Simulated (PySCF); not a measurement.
```xyz
5
charge 0 multiplicity 1, angstrom
C     0.0000    0.0000    0.0000
Cl   -1.0329   -1.0329   -1.0329
Cl    1.0329    1.0329   -1.0329
Cl   -1.0329    1.0329    1.0329
Cl    1.0329   -1.0329    1.0329
```

Level of theory: PBE/[C def2-SVP, Cl def2-SVP], no relativity, density fitting, PySCF.

This geometry of CCl₄ is a stationary point at this level.

(1) What is the point group?

(2) Is it a minimum?

(3) Which band is strongest in the infrared?

(4) Give the atomic charges and bond orders.

(5) What is the atomisation energy, with and without zero-point energy?

Results:

(1) Td.

(2) Yes: all harmonic wavenumbers are real.

(3) 730 cm⁻¹ (t2), 610 km/mol.

(4) 
| atom | Mulliken | Löwdin | polar tensor | Mayer order to C1 |
| --- | --- | --- | --- | --- |
| C1 | -0.04 | -0.40 | 1.47 | – |
| Cl2,3,4,5 | 0.01 | 0.10 | -0.37 | 1.05 |

(5) 1404 kJ/mol without, 1381 kJ/mol with.
